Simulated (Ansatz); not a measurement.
Ansatz (a quantum-chemistry and plane-wave program) input:

Ansatz 0.2 input:
```yaml
crystal:
  periodic: [false, false, false]
  atoms:
    - {symbol: C, position_ang: [0.01278651, 0.10878287, 0.77591448]}
    - {symbol: C, position_ang: [-0.01004020, 0.03731449, -0.57342092]}
    - {symbol: H, position_ang: [0.02491044, -0.93690889, 1.17613433]}
    - {symbol: H, position_ang: [-0.02531590, 0.94370798, -1.19774587]}
    - {symbol: H, position_ang: [-0.01607244, -0.88338326, -1.19334978]}
basis:
  gaussian:
    orbitals: cc-pVDZ
total_charge: -1
magnetization: {spin_polarized: false}
correlation: {method: ccsdt, electrons: outside_noble_gas}
```

**Question.** Which total energy does the run end on?

**Answer.** -77.66752 Eh (CCSDT/cc-pVDZ). The basis has 43 functions.

It need not be the lowest isomer of its formula. Whether it binds its extra electron was not tested at this geometry.
